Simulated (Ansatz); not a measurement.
# C2H5FN2O: the cost of one run

Method: RKS r2SCANh-D4/STO-3G, in Ansatz 0.2.0.

### Step 1. The starting structure

Bond lengths: C1–N2 1.312 Å, N2–C3 1.439 Å, C3–N4 1.424 Å, C3–O5 1.373 Å, C3–F6 1.380 Å, C1–H7 1.059 Å, C1–H8 1.137 Å, N4–H9 1.094 Å, N4–H10 0.997 Å, O5–H11 0.980 Å. Angles: C1–N2–C3 112.4°, N2–C1–H7 120.2°, N2–C1–H8 120.3°, H7–C1–H8 119.2°, N2–C3–N4 109.5°, N2–C3–O5 118.8°, N2–C3–F6 109.1°, N4–C3–O5 110.3°, N4–C3–F6 101.9°, O5–C3–F6 105.9°, C3–N4–H9 101.5°, C3–N4–H10 108.3°, H9–N4–H10 99.9°, C3–O5–H11 98.8°.

Structure file:

```xyz
11

C     0.0340   -1.7970   -0.5843
N    -0.2089   -0.9439    0.3822
C     0.0821    0.4138    0.0027
N    -0.0046    1.2562    1.1475
O    -0.6046    0.9679   -1.0494
F     1.4190    0.5141   -0.3233
H    -0.1935   -2.8236   -0.4576
H     0.3909   -1.4288   -1.5991
H    -1.0072    1.0196    1.5170
H     0.5461    0.8540    1.8754
H    -0.3879    1.9107   -0.8904
```

### Step 2. Relaxing end A

Input file input.yaml:

```yaml
crystal:
  periodic: [false, false, false]
  atoms:
    - { symbol: C, position_ang: [0.034, -1.797, -0.5843] }
    - { symbol: "N", position_ang: [-0.2089, -0.9439, 0.3822] }
    - { symbol: C, position_ang: [0.0821, 0.4138, 0.0027] }
    - { symbol: "N", position_ang: [-0.0046, 1.2562, 1.1475] }
    - { symbol: O, position_ang: [-0.6046, 0.9679, -1.0494] }
    - { symbol: F, position_ang: [1.419, 0.5141, -0.3233] }
    - { symbol: H, position_ang: [-0.1935, -2.8236, -0.4576] }
    - { symbol: H, position_ang: [0.3909, -1.4288, -1.5991] }
    - { symbol: H, position_ang: [-1.0072, 1.0196, 1.517] }
    - { symbol: H, position_ang: [0.5461, 0.854, 1.8754] }
    - { symbol: H, position_ang: [-0.3879, 1.9107, -0.8904] }
basis:
  gaussian: { orbitals: STO-3G }
hamiltonian:
  xc: r2scanh
  dispersion: d4
relax:
  f_tol: 0.02
  max_steps: 50
```

Command:

```sh
$ ansatz run input.yaml --threads 1 --pin off --max-ram 2048MiB --backend cpu --events-out ev --progress --plain --runs-dir out
```

What time and memory should one allow on 1 thread of AMD EPYC 7R43 (Zen 3), shared host?

About 2.5 min, with a peak of 0.18 GiB.
